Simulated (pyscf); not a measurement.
Single points on ωB97X-D3(BJ)/def2-SVP structures (PySCF, gas phase). Correlated levels are frozen-core, on RHF or UHF. ΔMP2 is the change of the MP2 total energy from the triple- to the quadruple-zeta basis.

**Question.** Estimate by transition-state theory (the high-pressure limit) the rate constant of H₃C–O–GaH₂ → H₃C–OH + GaH [singlet] (singlet surface; Ga–O, Ga–H broken, H–O formed) at 600 K, with CCSD(T)/def2-TZVPP + ΔMP2(QZVPP) energies (ideal gas, 1 atm, RRHO with modes under 100 cm⁻¹ raised to 100, one conformer, R ln 2 for chiral ones without a mode under 150 cm⁻¹; no tunnelling).

**Answer.** The electronic barrier is 59.7 kcal/mol and the thermal terms add -2.6, so ΔG‡ = 57.1 kcal/mol. With k_BT/h = 1.25e+13 s⁻¹ and RT = 1.192 kcal/mol, k = 2.0e-08 s⁻¹, a half-life of 3.4e+07 s through this channel alone. Wigner's tunnelling factor for 1511i cm⁻¹ would be 1.55, likely too low at so high a frequency. A shift of 1 kcal/mol in the barrier changes k by a factor 2.3. On the product side the descent ends in a bound adduct, 11.6 kcal/mol under the separated species and 38.0 kcal/mol under the saddle at ωB97X-D3(BJ)/def2-TZVP. At ωB97X-D3(BJ)/def2-TZVP the barrier from the zero used here is 62.7 kcal/mol. H₃C–O–GaH₂ lies 21.8 kcal/mol over its isomer H₃C–GaH–OH (electronic energy, ωB97M-D3(BJ)/def2-TZVP). This is the saddle that the search found; another between the same sides may lie lower. The CCSD(T) − MP2 part came from Ansatz, without density fitting, on the same reference. The frozen core leaves the outer d or s,p core shells of the metals and heavy elements correlated in the MP2 and CC values, and def2-TZVPP describes them poorly, which can shift differences by a few kcal/mol. Elements up to Kr have no core potential and no relativistic terms here.
